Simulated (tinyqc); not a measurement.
Worked calculation: UHF in the sto-3g basis, for CH2, spin multiplicity 3. One step of it, computed by the program tinyqc.

Question. Iteration 1: building the Fock matrix. J_ij = sum D_kl (ij|kl) with D = D(alpha) + D(beta), K_ij = sum D_kl (ik|jl) for each spin; F = H + J - K(s); E = tr D H + tr D J / 2 - 0.5 sum_s tr D(s) K(s) + E_nn.

D(alpha) at the start, lower triangle:
```
            1C 1s      1C 2s    1C 2px     1C 2py    1C 2pz     2H 1s     3H 1s
1C 1s    1.038296
1C 2s   -0.158624   0.680521
1C 2px   0.000000   0.000000  1.000000
1C 2py  -0.001203   0.004343  0.000000   0.715123
1C 2pz   0.043913  -0.153284  0.000000   0.001584  0.940663
2H 1s   -0.072322   0.199302  0.000000   0.178286  0.062320  0.115439
3H 1s   -0.073559   0.202141  0.000000  -0.178267  0.063138  0.028345  0.119071
```

D(beta) at the start, lower triangle:
```
            1C 1s     1C 2s    1C 2px     1C 2py    1C 2pz     2H 1s     3H 1s
1C 1s    1.021365
1C 2s   -0.101299  0.486426
1C 2px   0.000000  0.000000  0.000000
1C 2py  -0.000872  0.003222  0.000000   0.715116
1C 2pz  -0.073686  0.244894  0.000000   0.003884  0.123815
2H 1s   -0.067785  0.183941  0.000000   0.178198  0.093833  0.114223
3H 1s   -0.069080  0.186975  0.000000  -0.178355  0.094250  0.027145  0.117886
```

core Hamiltonian H = T + V (hartree), lower triangle:
```
             1C 1s      1C 2s     1C 2px     1C 2py     1C 2pz      2H 1s      3H 1s
1C 1s   -18.476740
1C 2s    -4.455728  -5.429651
1C 2px    0.000000   0.000000  -4.339375
1C 2py    0.000152   0.001572   0.000000  -4.437438
1C 2pz   -0.008895  -0.101059   0.000000   0.000640  -4.369394
2H 1s    -0.457404  -1.294396   0.000000  -1.063647  -0.602159  -2.797046
3H 1s    -0.471655  -1.324480   0.000000   1.084570  -0.613607  -0.179564  -2.816529
```

Two-electron integrals (ij|kl) in chemists' order, unique and non-zero (hartree):
```
(11|11) 3.541948    (21|11) 0.576921    (21|21) 0.111888    (22|11) 0.854682
(22|21) 0.205284    (22|22) 0.624709    (31|31) 0.020296    (32|31) 0.030858
(32|32) 0.137996    (33|11) 0.852436    (33|21) 0.205335    (33|22) 0.624568
(33|33) 0.672833    (41|41) 0.020296    (42|41) 0.030858    (42|42) 0.137996
(43|43) 0.036269    (44|11) 0.852436    (44|21) 0.205335    (44|22) 0.624568
(44|33) 0.600295    (44|44) 0.672833    (51|51) 0.020296    (52|51) 0.030858
(52|52) 0.137996    (53|53) 0.036269    (54|54) 0.036269    (55|11) 0.852436
(55|21) 0.205335    (55|22) 0.624568    (55|33) 0.600295    (55|44) 0.600295
(55|55) 0.672833    (61|11) 0.058790    (61|21) 0.011340    (61|22) 0.020800
(61|33) 0.020739    (61|41) 0.000568    (61|42) 0.001074    (61|44) 0.020886
(61|51) 0.000314    (61|52) 0.000595    (61|54) 0.000081    (61|55) 0.020784
(61|61) 0.001172    (62|11) 0.172206    (62|21) 0.042069    (62|22) 0.145225
(62|33) 0.141524    (62|41) 0.003442    (62|42) 0.026053    (62|44) 0.149909
(62|51) 0.001905    (62|52) 0.014418    (62|54) 0.004640    (62|55) 0.144092
(62|61) 0.004445    (62|62) 0.048847    (63|31) 0.003839    (63|32) 0.021498
(63|43) 0.004792    (63|53) 0.002652    (63|63) 0.005250    (64|11) 0.140797
(64|21) 0.034790    (64|22) 0.127322    (64|33) 0.121192    (64|41) 0.006219
(64|42) 0.041972    (64|44) 0.137403    (64|51) 0.001317    (64|52) 0.011331
(64|54) 0.006319    (64|55) 0.123221    (64|61) 0.003804    (64|62) 0.050651
(64|64) 0.056815    (65|11) 0.077920    (65|21) 0.019254    (65|22) 0.070463
(65|33) 0.067070    (65|41) 0.001317    (65|42) 0.011331    (65|44) 0.070737
(65|51) 0.004568    (65|52) 0.027769    (65|54) 0.006822    (65|55) 0.073498
(65|61) 0.002105    (65|62) 0.028031    (65|64) 0.028537    (65|65) 0.021043
(66|11) 0.354241    (66|21) 0.087902    (66|22) 0.346876    (66|33) 0.330597
(66|41) 0.007656    (66|42) 0.080848    (66|44) 0.367608    (66|51) 0.004237
(66|52) 0.044743    (66|54) 0.020482    (66|55) 0.341933    (66|61) 0.009339
(66|62) 0.159987    (66|64) 0.182004    (66|65) 0.100725    (66|66) 0.774606
(71|11) 0.060616    (71|21) 0.011693    (71|22) 0.021448    (71|33) 0.021384
(71|41) -0.000586   (71|42) -0.001110   (71|44) 0.021537    (71|51) 0.000324
(71|52) 0.000614    (71|54) -0.000084   (71|55) 0.021431    (71|61) 0.001173
(71|62) 0.004307    (71|64) 0.003437    (71|65) 0.002050    (71|66) 0.008990
(71|71) 0.001246    (72|11) 0.176434    (72|21) 0.043098    (72|22) 0.148627
(72|33) 0.144841    (72|41) -0.003530   (72|42) -0.026636   (72|44) 0.153420
(72|51) 0.001952    (72|52) 0.014734    (72|54) -0.004745   (72|55) 0.147466
(72|61) 0.004279    (72|62) 0.032388    (72|64) 0.025129    (72|65) 0.018118
(72|66) 0.079117    (72|71) 0.004696    (72|72) 0.050962    (73|31) 0.003948
(73|32) 0.022064    (73|43) -0.004909   (73|53) 0.002715    (73|63) 0.003165
(73|73) 0.005503    (74|11) -0.143796   (74|21) -0.035529   (74|22) -0.129901
(74|33) -0.123630   (74|41) 0.006386    (74|42) 0.042970    (74|44) -0.140219
(74|51) -0.001349   (74|52) -0.011564   (74|54) 0.006461    (74|55) -0.125702
(74|61) -0.003403   (74|62) -0.025020   (74|64) -0.017067   (74|65) -0.013806
(74|66) -0.060121   (74|71) -0.004008   (74|72) -0.052692   (74|74) 0.058991
(75|11) 0.079539    (75|21) 0.019653    (75|22) 0.071854    (75|33) 0.068385
(75|41) -0.001349   (75|42) -0.011564   (75|44) 0.072130    (75|51) 0.004694
(75|52) 0.028461    (75|54) -0.006981   (75|55) 0.074962    (75|61) 0.002029
(75|62) 0.018068    (75|64) 0.013820    (75|65) 0.013059    (75|66) 0.046177
(75|71) 0.002217    (75|72) 0.029146    (75|74) -0.029586   (75|75) 0.021868
(76|11) 0.021883    (76|21) 0.005366    (76|22) 0.019210    (76|33) 0.018715
(76|41) 1.34e-06    (76|42) 0.000016    (76|44) 0.019245    (76|51) 0.000415
(76|52) 0.003376    (76|54) 3.28e-06    (76|55) 0.019650    (76|61) 0.000553
(76|62) 0.005583    (76|64) 0.005096    (76|65) 0.003542    (76|66) 0.016746
(76|71) 0.000571    (76|72) 0.005689    (76|74) -0.005167   (76|75) 0.003599
(76|76) 0.000832    (77|11) 0.357481    (77|21) 0.088701    (77|22) 0.349705
(77|33) 0.333169    (77|41) -0.007787   (77|42) -0.081916   (77|44) 0.370776
(77|51) 0.004307    (77|52) 0.045311    (77|54) -0.020802   (77|55) 0.344675
(77|61) 0.008797    (77|62) 0.077880    (77|64) 0.059393    (77|65) 0.045604
(77|66) 0.204248    (77|71) 0.009722    (77|72) 0.163925    (77|74) -0.185963
(77|75) 0.102864    (77|76) 0.016746    (77|77) 0.774606
```

nuclear repulsion = 4.49503795 hartree

Give: Coulomb J; exchange K(alpha); exchange K(beta); F(alpha); F(beta); total energy of this density.

Answer.

Coulomb J (hartree), lower triangle:
```
         1C 1s  1C 2s  1C 2px  1C 2py  1C 2pz  2H 1s  3H 1s
1C 1s   11.628
1C 2s    2.251  5.173
1C 2px   0.000  0.000   5.132
1C 2py   0.000  0.000   0.000   5.219
1C 2pz   0.014  0.101   0.000   0.000   5.153
2H 1s    0.229  1.199   0.000   1.051   0.594  2.944
3H 1s    0.236  1.228   0.000  -1.073   0.606  0.158  2.971
```

exchange K(alpha) (hartree), lower triangle:
```
        1C 1s   1C 2s  1C 2px  1C 2py  1C 2pz  2H 1s  3H 1s
1C 1s   3.617
1C 2s   0.669   0.984
1C 2px  0.000   0.000   0.860
1C 2py  0.000   0.001   0.000   0.802
1C 2pz  0.003  -0.040   0.000   0.000   0.851
2H 1s   0.070   0.295   0.000   0.242   0.124  0.322
3H 1s   0.072   0.301   0.000  -0.247   0.126  0.049  0.332
```

exchange K(beta) (hartree), lower triangle:
```
         1C 1s  1C 2s  1C 2px  1C 2py  1C 2pz  2H 1s  3H 1s
1C 1s    3.565
1C 2s    0.619  0.627
1C 2px   0.000  0.000   0.133
1C 2py   0.000  0.000   0.000   0.711
1C 2pz  -0.004  0.244   0.000   0.002   0.249
2H 1s    0.063  0.254   0.000   0.233   0.135  0.313
3H 1s    0.065  0.259   0.000  -0.237   0.137  0.043  0.322
```

F(alpha) (hartree), lower triangle:
```
          1C 1s   1C 2s  1C 2px  1C 2py  1C 2pz   2H 1s   3H 1s
1C 1s   -10.466
1C 2s    -2.874  -1.241
1C 2px    0.000   0.000  -0.068
1C 2py    0.000   0.000   0.000  -0.021
1C 2pz    0.002   0.040   0.000   0.000  -0.068
2H 1s    -0.298  -0.391   0.000  -0.255  -0.132  -0.175
3H 1s    -0.307  -0.398   0.000   0.258  -0.134  -0.070  -0.177
```

F(beta) (hartree), lower triangle:
```
          1C 1s   1C 2s  1C 2px  1C 2py  1C 2pz   2H 1s   3H 1s
1C 1s   -10.414
1C 2s    -2.824  -0.884
1C 2px    0.000   0.000   0.659
1C 2py    0.000   0.001   0.000   0.071
1C 2pz    0.009  -0.244   0.000  -0.001   0.534
2H 1s    -0.291  -0.349   0.000  -0.246  -0.143  -0.166
3H 1s    -0.300  -0.356   0.000   0.248  -0.144  -0.065  -0.168
```

total energy of this density = -37.92147 hartree
